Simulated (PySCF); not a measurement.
Reaction (SMILES): N#N (N2) + 3 [H][H] (H2) → 2 N (NH3)
B3LYP-D3(BJ)/def2-TZVP geometries, fixed; electronic energies without zero-point terms.
Largest species:
```
N
H 1 1.0136
H 1 1.0136 2 107.33
H 1 1.0136 2 107.33 3 -115.09
```

Basis-set convergence of the energy of full hydrogenation at HF with PySCF. All functions are spherical. Density fitting with generated auxiliary sets. No added dispersion term, no relativity. Functions are those of the species that has most. Reference: the value in aug-pcseg-3, -34.43 kcal/mol, itself unsure by roughly 0.18 kcal/mol (its mean distance from aug-cc-pVQZ, cc-pV5Z, def2-QZVPPD). Deviations are taken from unrounded values.

```tsv
basis	functions	energy of full hydrogenation (kcal/mol)	minus reference (kcal/mol)
pcseg-1	29	-33.77	0.66
6-311G**	36	-32.85	1.58
def2-TZVP	62	-31.12	3.31
def2-TZVPP	73	-33.77	0.66
def2-TZVPPD	88	-34.60	-0.17
6-311++G(3df,3pd)	93	-34.89	-0.45
aug-pcseg-2	115	-35.20	-0.76
pcseg-3	159	-34.49	-0.06
aug-pcseg-3	232	-34.43	0.00
```

The smallest set listed that lies within 4 kcal/mol of the reference with all its larger relatives (same family, alike in diffuse functions; a set with none counts only in the reference's own line) is pcseg-1 (29 functions, 0.66 kcal/mol off). Inside, with no larger relative to test it: 6-311G**, 6-311++G(3df,3pd). (Relatives not listed, tested too: pcseg-2 -0.47, def2-QZVP 0.22, def2-QZVPP 0.22, def2-QZVPPD 0.21 kcal/mol.)
